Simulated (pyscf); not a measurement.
This saddle point was located with ωB97X-D3(BJ)/def2-SVP in PySCF.

```xyz
5

Cl     0.0405     0.9192     1.5224
Al    -0.9974    -0.5107     0.4094
Cl    -1.2963    -2.3952     1.2577
H     -1.5574    -0.1669    -1.0727
H     -2.0386     0.1243    -2.3256
```
Charge 0, spin multiplicity 2.

Surface: doublet, charge 0. Lowest wavenumbers (cm⁻¹): 807i, 130, 147, 163, 489.

**Question.** Name the species on either side of this saddle.

**Answer.** Cl–AlH–Cl + H• ⇌ [Cl–Al–Cl]• + H₂, a hydrogen abstraction read from left to right: Al–H broken and H–H formed. At ωB97M-D3(BJ)/def2-TZVP it lies +3.6 kcal/mol from the left side and +23.3 kcal/mol from the right (each side as separated species at their lowest minima found). One saddle was located; it need not be the lowest between these sides. The angle at the transferred H is 180°.
